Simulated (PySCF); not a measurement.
# AlB: bond curves at several levels of theory

One table from this session's results is given with a row withheld; the runs are named, their logs left out.

Method: Al pcseg-1, B pcseg-1, no relativity; program: PySCF 2.14.0.

Set-up of the first run:

Settings of the job:

```
atoms                         : Al, B
charge                        : 0
basis                         : Al pcseg-1, B pcseg-1
Hamiltonian                   : no relativity
basis functions               : 32
electrons treated             : 18
masses in u                   : 26.9815, 11.0093
levels                        : PBE0, PBE, r²SCAN, PBEsol, BP86, BHandHLYP, HF, MP2, SCS-MP2, CCSD, CCSD(T)
grid                          : 80 radial by 434 angular points
occupations                   : held fixed by the projection of orbital angular momentum
dissociation limit            : Al + B, each in its ground configuration
starting distance in angstrom : 2.010
values of 2S to try           : 0, 2
```

Command:

```
$ OMP_NUM_THREADS=1 python dia.py task.json out
```

Among the steps run: The job; First curve: PBE0; Higher solutions at PBE0; PBE (GGA); r²SCAN; PBEsol (GGA); BP86 (GGA); BHandHLYP; ROHF; Adding correlation.

One of the session's tables, all rows but one given; the rest of the session is left out.

| level | Re (Å) | ωe (cm⁻¹) | De (eV) |
| --- | --- | --- | --- |
| ROHF | ? | ? | ? |
| ROHF-MP2 | 2.044 | 608 | 1.49 |
| ROHF-SCS-MP2 | 2.044 | 606 | 1.26 |
| ROHF-CCSD | 2.046 | 608 | 1.51 |
| ROHF-CCSD(T) | 2.042 | 613 | 1.69 |
| PBE | 2.049 | 598 | 2.32 |
| PBEsol | 2.042 | 607 | 2.51 |
| BP86 | 2.055 | 588 | 2.21 |
| r²SCAN | 2.017 | 639 | 2.33 |
| PBE0 | 2.026 | 620 | 2.05 |
| BHandHLYP | 2.034 | 593 | 1.46 |

Q: Estimate the row for ROHF from the others.

The run gave: Re (Å): 2.087; ωe (cm⁻¹): 553; De (eV): 0.66. In the column «Re (Å)» it is the highest.

De is counted to Al + B in their ground configurations.
